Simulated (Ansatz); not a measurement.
# C3H9N: the cost of one run

Computed with the Python package of Ansatz 0.2.0. The levels of theory stand in the script.

### Step 1. The structure

Bond lengths: C1–N2 1.462 Å, N2–C3 1.462 Å, N2–C4 1.462 Å, C1–H5 1.096 Å, C1–H6 1.096 Å, C1–H7 1.096 Å, C3–H8 1.096 Å, C3–H9 1.096 Å, C3–H10 1.096 Å, C4–H11 1.096 Å, C4–H12 1.096 Å, C4–H13 1.096 Å. Angles (14 of 21 angles, heavy atoms first): C1–N2–C3 110.5°, C1–N2–C4 110.4°, C3–N2–C4 110.5°, N2–C1–H5 112.3°, N2–C1–H6 110.5°, N2–C1–H7 110.6°, N2–C3–H8 112.3°, N2–C3–H9 110.5°, N2–C3–H10 110.5°, N2–C4–H11 112.3°, N2–C4–H12 110.5°, N2–C4–H13 110.5°, H5–C1–H6 108.3°, H5–C1–H7 108.3°.

The script reads c3h9n.xyz:

```xyz
13

C    -0.36030    1.30630    0.29890
N    -0.14500   -0.13060    0.46510
C     1.27270   -0.45580    0.31340
C    -0.94780   -0.88240   -0.49880
H    -0.06400    1.65810   -0.69600
H     0.20850    1.86950    1.04730
H    -1.41570    1.55750    0.45320
H     1.65410   -0.19590   -0.68080
H     1.44160   -1.52580    0.47850
H     1.87130    0.07510    1.06200
H    -0.68210   -0.64470   -1.53530
H    -0.81940   -1.96020   -0.34850
H    -2.01390   -0.67120   -0.35910
```

### Step 2. The code

The input, methods.py:

```python
'''C3H9N at several levels of theory.'''

import argparse

import ansatz as az

parser = argparse.ArgumentParser(description='C3H9N at several levels of theory.')
parser.add_argument('--basis', required=True, help='basis')
args = parser.parse_args()

molecule = az.Crystal.molecule_from_extxyz('c3h9n.xyz')

job = molecule.calculation().basis(gaussian=args.basis)

methods = ['mp2', 'ccsd', 'ccsd_t']
reports = [job.correlation(m).run(threads=1).report for m in methods]
print(f'Hartree-Fock reference {reports[0]["reference_energy_ev"] / 27.211386246:.6f} Ha')
best = reports[-1]['free_energy_ev'] - reports[-1]['reference_energy_ev']
for method, each in zip(methods, reports):
    gained = each['free_energy_ev'] - each['reference_energy_ev']
    print(f'{method:8s} total {each["free_energy_ev"] / 27.211386246:.6f} Ha  correlation {gained:9.4f} eV  ({100 * gained / best:.1f} % of the last)')
```

### Step 3. The input behind the calls

The package turns the script's settings into the engine's input (first run):

```yaml
crystal:
  periodic: [false, false, false]
  atoms:
    - { symbol: C, position_ang: [-0.3603, 1.3063, 0.2989] }
    - { symbol: "N", position_ang: [-0.145, -0.1306, 0.4651] }
    - { symbol: C, position_ang: [1.2727, -0.4558, 0.3134] }
    - { symbol: C, position_ang: [-0.9478, -0.8824, -0.4988] }
    - { symbol: H, position_ang: [-0.064, 1.6581, -0.696] }
    - { symbol: H, position_ang: [0.2085, 1.8695, 1.0473] }
    - { symbol: H, position_ang: [-1.4157, 1.5575, 0.4532] }
    - { symbol: H, position_ang: [1.6541, -0.1959, -0.6808] }
    - { symbol: H, position_ang: [1.4416, -1.5258, 0.4785] }
    - { symbol: H, position_ang: [1.8713, 0.0751, 1.062] }
    - { symbol: H, position_ang: [-0.6821, -0.6447, -1.5353] }
    - { symbol: H, position_ang: [-0.8194, -1.9602, -0.3485] }
    - { symbol: H, position_ang: [-2.0139, -0.6712, -0.3591] }
basis:
  gaussian:
    orbitals: def2-SVP
correlation:
  method: mp2
```

### Step 4. Launch

Launch:

```console
$ python methods.py --basis def2-SVP
```

What time and memory should one allow on 1 thread of Intel Xeon Platinum 8375C at 2.90GHz (Ice Lake), shared host?

About 15 s, with a peak of 0.54 GiB.
